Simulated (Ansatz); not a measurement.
hcp Tc was calculated with PBEsol (Ansatz, a program for electronic structure, PAW).

Settings: plane-wave cutoff 520 eV, 30×30×16 k mesh (along the axes of the cell as run), Fermi–Dirac smearing 0.053 eV (set by the program), no spin polarisation, scalar-relativistic PAW data made under PBE.

Cell (relaxed at this level):

```xyz
2
Lattice="2.7239 0.0000 0.0000 -1.3619 2.3590 0.0000 0.0000 0.0000 4.3591" Properties=species:S:1:pos:R:3 pbc="T T T"
Tc     1.3619     0.7863     3.2693
Tc     0.0000     1.5726     1.0898
```

Task: What does this level give for the Young modulus, elastic constant C13, Poisson ratio, elastic constant C11, elastic constant C12, elastic constant C33, elastic constant C44 and elastic constant C66?

Result: 
- Young modulus: 402 GPa
- elastic constant C13: 203 GPa
- Poisson ratio: 0.295
- elastic constant C11: 533 GPa
- elastic constant C12: 240 GPa
- elastic constant C33: 584 GPa
- elastic constant C44: 149 GPa
- elastic constant C66: 146 GPa

Elastic constants are with the ions relaxed.

Static lattice: no zero-point or thermal effects.

Computing time: very roughly 50 core-minutes.
